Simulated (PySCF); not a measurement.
Basis-set dependence of population analyses: `C#C/C(F)=C/C`

C₅H₅F.
Numbering: `[CH:1]#[C:2]/[C:3]([F:4])=[CH:5]/[CH3:6]` (hydrogens: H7 on C1; H8 on C5; H9, H10, H11 on C6)

PBE0 throughout (PySCF), one geometry, spherical d and f functions. Geometry: PBE0-D3(BJ)/def2-SVP; no solvent, vibrations or thermal averaging. The first 7 of 9 kinds of atom are listed.

Mulliken charges (e):

| basis | functions | C1 | C2 | C3 | F4 | C5 | C6 | H7 |
| --- | --- | --- | --- | --- | --- | --- | --- | --- |
| STO-3G | 35 | -0.119 | -0.051 | +0.084 | -0.064 | -0.097 | -0.241 | +0.126 |
| 6-31G | 64 | -0.453 | +0.071 | +0.311 | -0.303 | -0.139 | -0.556 | +0.295 |
| pcSseg-0 | 64 | -0.280 | -0.090 | +0.337 | -0.342 | -0.246 | -0.681 | +0.290 |
| 6-31G* | 94 | -0.521 | +0.266 | +0.307 | -0.306 | -0.209 | -0.580 | +0.251 |
| cc-pVDZ | 109 | -0.416 | +0.497 | +0.045 | -0.161 | -0.167 | -0.043 | +0.017 |
| def2-SVP | 109 | -0.375 | +0.299 | +0.186 | -0.209 | -0.172 | -0.035 | +0.058 |
| aug-cc-pVDZ | 183 | +0.617 | +0.018 | +0.702 | -0.574 | +0.445 | +0.096 | -0.602 |
| 6-311+G(2d,p) | 192 | -0.431 | +0.573 | -0.009 | -0.319 | +0.097 | -0.688 | +0.165 |
| def2-TZVP | 216 | -0.092 | -0.007 | +0.059 | -0.189 | -0.169 | -0.347 | +0.186 |
| cc-pVTZ | 250 | -0.243 | -0.009 | +0.263 | -0.163 | -0.200 | -0.270 | +0.153 |
| IGLO-III | 260 | -0.129 | -0.115 | +0.301 | -0.249 | -0.113 | -0.366 | +0.157 |

IAO charges (e):

```json
{"basis": "STO-3G", "functions": "35", "C1": "-0.141", "C2": "-0.063", "C3": "+0.111", "F4": "-0.081", "C5": "-0.166", "C6": "-0.401", "H7": "+0.165"}
{"basis": "6-31G", "functions": "64", "C1": "-0.197", "C2": "-0.049", "C3": "+0.231", "F4": "-0.252", "C5": "-0.159", "C6": "-0.442", "H7": "+0.208"}
{"basis": "pcSseg-0", "functions": "64", "C1": "-0.184", "C2": "-0.052", "C3": "+0.226", "F4": "-0.240", "C5": "-0.167", "C6": "-0.435", "H7": "+0.200"}
{"basis": "6-31G*", "functions": "94", "C1": "-0.195", "C2": "-0.052", "C3": "+0.258", "F4": "-0.259", "C5": "-0.164", "C6": "-0.420", "H7": "+0.203"}
{"basis": "cc-pVDZ", "functions": "109", "C1": "-0.203", "C2": "-0.049", "C3": "+0.258", "F4": "-0.259", "C5": "-0.165", "C6": "-0.421", "H7": "+0.206"}
{"basis": "def2-SVP", "functions": "109", "C1": "-0.195", "C2": "-0.048", "C3": "+0.255", "F4": "-0.259", "C5": "-0.161", "C6": "-0.411", "H7": "+0.200"}
{"basis": "aug-cc-pVDZ", "functions": "183", "C1": "-0.211", "C2": "-0.045", "C3": "+0.261", "F4": "-0.272", "C5": "-0.165", "C6": "-0.432", "H7": "+0.211"}
{"basis": "6-311+G(2d,p)", "functions": "192", "C1": "-0.211", "C2": "-0.044", "C3": "+0.260", "F4": "-0.273", "C5": "-0.165", "C6": "-0.434", "H7": "+0.211"}
{"basis": "def2-TZVP", "functions": "216", "C1": "-0.211", "C2": "-0.045", "C3": "+0.265", "F4": "-0.272", "C5": "-0.167", "C6": "-0.433", "H7": "+0.211"}
{"basis": "cc-pVTZ", "functions": "250", "C1": "-0.211", "C2": "-0.046", "C3": "+0.265", "F4": "-0.270", "C5": "-0.168", "C6": "-0.435", "H7": "+0.211"}
{"basis": "IGLO-III", "functions": "260", "C1": "-0.212", "C2": "-0.045", "C3": "+0.263", "F4": "-0.273", "C5": "-0.166", "C6": "-0.435", "H7": "+0.212"}
```

Hirshfeld charges (e):

| basis | functions | C1 | C2 | C3 | F4 | C5 | C6 | H7 |
| --- | --- | --- | --- | --- | --- | --- | --- | --- |
| STO-3G | 35 | -0.080 | -0.068 | +0.078 | -0.025 | -0.054 | -0.031 | +0.083 |
| 6-31G | 64 | -0.094 | -0.059 | +0.084 | -0.087 | -0.046 | -0.095 | +0.105 |
| pcSseg-0 | 64 | -0.086 | -0.061 | +0.086 | -0.078 | -0.046 | -0.100 | +0.102 |
| 6-31G* | 94 | -0.097 | -0.059 | +0.083 | -0.076 | -0.050 | -0.096 | +0.105 |
| cc-pVDZ | 109 | -0.094 | -0.060 | +0.078 | -0.063 | -0.050 | -0.107 | +0.102 |
| def2-SVP | 109 | -0.092 | -0.057 | +0.083 | -0.072 | -0.049 | -0.110 | +0.100 |
| aug-cc-pVDZ | 183 | -0.091 | -0.059 | +0.078 | -0.077 | -0.051 | -0.119 | +0.101 |
| 6-311+G(2d,p) | 192 | -0.090 | -0.061 | +0.076 | -0.080 | -0.050 | -0.111 | +0.102 |
| def2-TZVP | 216 | -0.092 | -0.059 | +0.079 | -0.077 | -0.050 | -0.115 | +0.101 |
| cc-pVTZ | 250 | -0.094 | -0.058 | +0.080 | -0.073 | -0.050 | -0.116 | +0.101 |
| IGLO-III | 260 | -0.091 | -0.059 | +0.079 | -0.077 | -0.050 | -0.119 | +0.101 |

ESP-fitted charges (e):

| basis | functions | C1 | C2 | C3 | F4 | C5 | C6 | H7 |
| --- | --- | --- | --- | --- | --- | --- | --- | --- |
| STO-3G | 35 | -0.189 | -0.138 | +0.216 | -0.046 | -0.126 | -0.338 | +0.191 |
| 6-31G | 64 | -0.311 | -0.092 | +0.303 | -0.170 | -0.247 | -0.201 | +0.278 |
| pcSseg-0 | 64 | -0.283 | -0.150 | +0.346 | -0.170 | -0.250 | -0.304 | +0.280 |
| 6-31G* | 94 | -0.317 | -0.094 | +0.216 | -0.102 | -0.176 | -0.286 | +0.283 |
| cc-pVDZ | 109 | -0.303 | -0.115 | +0.235 | -0.105 | -0.200 | -0.214 | +0.278 |
| def2-SVP | 109 | -0.296 | -0.120 | +0.264 | -0.125 | -0.210 | -0.203 | +0.275 |
| aug-cc-pVDZ | 183 | -0.328 | -0.109 | +0.257 | -0.128 | -0.195 | -0.220 | +0.289 |
| 6-311+G(2d,p) | 192 | -0.338 | -0.104 | +0.252 | -0.129 | -0.187 | -0.249 | +0.297 |
| def2-TZVP | 216 | -0.338 | -0.101 | +0.248 | -0.122 | -0.183 | -0.251 | +0.295 |
| cc-pVTZ | 250 | -0.333 | -0.104 | +0.244 | -0.115 | -0.185 | -0.249 | +0.292 |
| IGLO-III | 260 | -0.335 | -0.100 | +0.245 | -0.126 | -0.180 | -0.237 | +0.292 |

**Question.** Which scheme is steadiest as the basis changes?

**Answer.** Largest range over the bases for any column: Hirshfeld 0.09 e, ESP-fitted 0.15 e, IAO 0.19 e, Mulliken 1.14 e. Hirshfeld charges move least and Mulliken charges most, counted in e. Without the minimal STO-3G basis the ranges are Hirshfeld 0.02, ESP-fitted 0.13, IAO 0.04, Mulliken 1.14 e.

**Question.** How much do the charges still move between the two largest bases, cc-pVTZ and IGLO-III?

**Answer.** At most, over all atoms: Mulliken 0.114 e, IAO 0.003 e, Hirshfeld 0.005 e, ESP-fitted 0.012 e.

**Question.** What do the same runs give for the total energy, the frontier levels and the dipole moment?

**Answer.** 
```tsv
basis	energy (Eh)	HOMO (eV)	LUMO (eV)	μ (D)
STO-3G	-289.1673	-4.45	2.36	0.61
6-31G	-292.8841	-6.72	-0.45	1.75
pcSseg-0	-292.3010	-7.03	-0.77	1.77
6-31G*	-292.9445	-6.60	-0.41	1.41
cc-pVDZ	-292.9701	-6.76	-0.61	1.43
def2-SVP	-292.7370	-6.85	-0.70	1.51
aug-cc-pVDZ	-292.9872	-6.92	-0.87	1.59
6-311+G(2d,p)	-293.0407	-6.94	-0.89	1.63
def2-TZVP	-293.0674	-6.92	-0.83	1.54
cc-pVTZ	-293.0572	-6.88	-0.77	1.49
IGLO-III	-293.0723	-6.93	-0.88	1.58
```

The dipole is fixed by the density alone, so its range of 1.16 D shows that the density itself changes with the basis, not only its division among atoms.
